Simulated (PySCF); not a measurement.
# Basis-set dependence of population analyses: `BS[SiH3]`

BH5SSi.
Numbering: `[BH2:1][S:2][SiH3:3]` (hydrogens: H4, H5 on B1; H6, H7, H8 on Si3)

PBE0 throughout (PySCF), one geometry, spherical d and f functions. Isolated species at its PBE0-D3(BJ)/def2-SVP geometry (one conformer only). Atoms taken as equivalent share a column and are averaged.

Mulliken charges (e):

```tsv
basis	functions	B1	S2	Si3	H4/H5	H6/H7/H8
pcSseg-0	45	-0.046	-0.436	+0.355	+0.080	-0.012
6-31G*	60	-0.093	-0.180	+0.329	+0.033	-0.041
cc-pVDZ	75	-0.021	-0.129	+0.219	-0.002	-0.021
def2-SVP	75	+0.009	-0.218	+0.343	+0.001	-0.045
aug-cc-pVDZ	122	-1.081	-0.376	-0.544	+0.612	+0.259
6-311+G(2d,p)	127	-0.054	-0.110	+0.261	+0.011	-0.039
def2-TZVP	135	-0.043	-0.160	+0.159	+0.027	-0.003
cc-pVTZ	168	-0.094	-0.111	+0.176	+0.028	-0.009
IGLO-III	173	+0.105	-0.346	+0.791	-0.059	-0.144
```

IAO charges (e):

| basis | functions | B1 | S2 | Si3 | H4/H5 | H6/H7/H8 |
| --- | --- | --- | --- | --- | --- | --- |
| pcSseg-0 | 45 | -0.173 | -0.094 | +0.359 | +0.028 | -0.050 |
| 6-31G* | 60 | -0.155 | -0.111 | +0.521 | +0.020 | -0.099 |
| cc-pVDZ | 75 | -0.170 | -0.103 | +0.518 | +0.024 | -0.098 |
| def2-SVP | 75 | -0.163 | -0.101 | +0.534 | +0.019 | -0.103 |
| aug-cc-pVDZ | 122 | -0.168 | -0.109 | +0.521 | +0.024 | -0.097 |
| 6-311+G(2d,p) | 127 | -0.171 | -0.108 | +0.550 | +0.024 | -0.106 |
| def2-TZVP | 135 | -0.171 | -0.110 | +0.558 | +0.024 | -0.108 |
| cc-pVTZ | 168 | -0.169 | -0.111 | +0.544 | +0.024 | -0.104 |
| IGLO-III | 173 | -0.175 | -0.105 | +0.553 | +0.024 | -0.107 |

Hirshfeld charges (e):

| basis | functions | B1 | S2 | Si3 | H4/H5 | H6/H7/H8 |
| --- | --- | --- | --- | --- | --- | --- |
| pcSseg-0 | 45 | +0.069 | -0.081 | +0.307 | -0.057 | -0.060 |
| 6-31G* | 60 | +0.087 | -0.098 | +0.289 | -0.047 | -0.061 |
| cc-pVDZ | 75 | +0.076 | -0.070 | +0.299 | -0.052 | -0.067 |
| def2-SVP | 75 | +0.072 | -0.060 | +0.303 | -0.055 | -0.069 |
| aug-cc-pVDZ | 122 | +0.076 | -0.075 | +0.299 | -0.051 | -0.066 |
| 6-311+G(2d,p) | 127 | +0.080 | -0.077 | +0.302 | -0.052 | -0.067 |
| def2-TZVP | 135 | +0.079 | -0.073 | +0.296 | -0.051 | -0.066 |
| cc-pVTZ | 168 | +0.078 | -0.073 | +0.295 | -0.051 | -0.066 |
| IGLO-III | 173 | +0.072 | -0.060 | +0.291 | -0.053 | -0.065 |

Some averages cover members that differ in this geometry, most widely: H4/H5, Mulliken in aug-cc-pVDZ +0.513 to +0.710; H6/H7/H8, Mulliken in aug-cc-pVDZ +0.188 to +0.297; H4/H5, Mulliken in pcSseg-0 +0.066 to +0.095 e.

**Question.** Which scheme is steadiest as the basis changes?

**Answer.** Largest range over the bases for any column: Hirshfeld 0.04 e, IAO 0.20 e, Mulliken 1.33 e. Hirshfeld charges move least and Mulliken charges most, counted in e.

**Question.** How much do the charges still move between the two largest bases, cc-pVTZ and IGLO-III?

**Answer.** At most, over all atoms: Mulliken 0.615 e, IAO 0.008 e, Hirshfeld 0.014 e.

**Question.** What do the same runs give for the total energy, the frontier levels and the dipole moment?

**Answer.** 
```json
{"basis": "pcSseg-0", "energy (Eh)": "-714.3714", "HOMO (eV)": "-8.53", "LUMO (eV)": "-1.61", "μ (D)": "1.91"}
{"basis": "6-31G*", "energy (Eh)": "-715.2178", "HOMO (eV)": "-8.17", "LUMO (eV)": "-1.24", "μ (D)": "1.32"}
{"basis": "cc-pVDZ", "energy (Eh)": "-715.2580", "HOMO (eV)": "-8.18", "LUMO (eV)": "-1.43", "μ (D)": "1.13"}
{"basis": "def2-SVP", "energy (Eh)": "-715.0222", "HOMO (eV)": "-8.24", "LUMO (eV)": "-1.45", "μ (D)": "1.18"}
{"basis": "aug-cc-pVDZ", "energy (Eh)": "-715.2626", "HOMO (eV)": "-8.24", "LUMO (eV)": "-1.57", "μ (D)": "1.09"}
{"basis": "6-311+G(2d,p)", "energy (Eh)": "-715.2869", "HOMO (eV)": "-8.24", "LUMO (eV)": "-1.59", "μ (D)": "1.07"}
{"basis": "def2-TZVP", "energy (Eh)": "-715.2902", "HOMO (eV)": "-8.26", "LUMO (eV)": "-1.58", "μ (D)": "1.02"}
{"basis": "cc-pVTZ", "energy (Eh)": "-715.2968", "HOMO (eV)": "-8.26", "LUMO (eV)": "-1.56", "μ (D)": "1.04"}
{"basis": "IGLO-III", "energy (Eh)": "-715.2882", "HOMO (eV)": "-8.23", "LUMO (eV)": "-1.53", "μ (D)": "1.03"}
```

The dipole is fixed by the density alone, so its range of 0.89 D shows that the density itself changes with the basis, not only its division among atoms.
